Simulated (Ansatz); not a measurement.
Computed with Ansatz on PBE0-D4/def2-TZVP structures; ΔE is electronic, products minus reactants. CCSD(T)/CBS is extrapolated from def2-TZVPP and def2-QZVPP, frozen cores. Functionals use def2-TZVPP. B3LYP here is the variant with VWN-RPA as its local correlation; programs differ in this. Open shells (•) are unrestricted, without spin–orbit coupling. Spin–orbit coupling would lower the free atoms: a little for C, O, S. Each species was taken in one conformer, which may not be the lowest.

`OC=S` → C• + 2 H• + O• + S•  (atomization)

Q: What is ΔE at CCSD(T)/CBS? (Estimate.)

A: The calculation gave: +1831.5 kJ/mol.

Q: What do these levels give: BHLYP-D4, PBE, PBE0, B3LYP, BHLYP, HF/def2-SVP, MP2/def2-SVP, MP2/def2-TZVPP, CCSD(T)/def2-TZVPP, CCSD/def2-QZVPP, CCSD(T)/def2-QZVPP, CCSD/CBS(def2)? (Estimate.)

A: Computed: BHLYP-D4 1726.3, PBE 1912.3, PBE0 1836.7, B3LYP 1819.1, BHLYP 1718.2, HF/def2-SVP 1187.3, MP2/def2-SVP 1747.5, MP2/def2-TZVPP 1831.0, CCSD(T)/def2-TZVPP 1771.6, CCSD/def2-QZVPP 1755.2, CCSD(T)/def2-QZVPP 1807.1, CCSD/CBS(def2) 1777.2 kJ/mol.

Largest T1 diagnostic among the species: 0.018.

From PBE to PBE0 (25 % exact exchange), in def2-TZVPP and without D4, ΔE moves by −75.6 kJ/mol: exact exchange takes away binding that semilocal exchange gives to molecules. The D4 term adds +11.3 kJ/mol with B3LYP and +5.7 kJ/mol with PBE0; it sums over pairs of atoms, weighted by their polarisabilities, and B3LYP, whose exchange is more repulsive, gets the larger term.
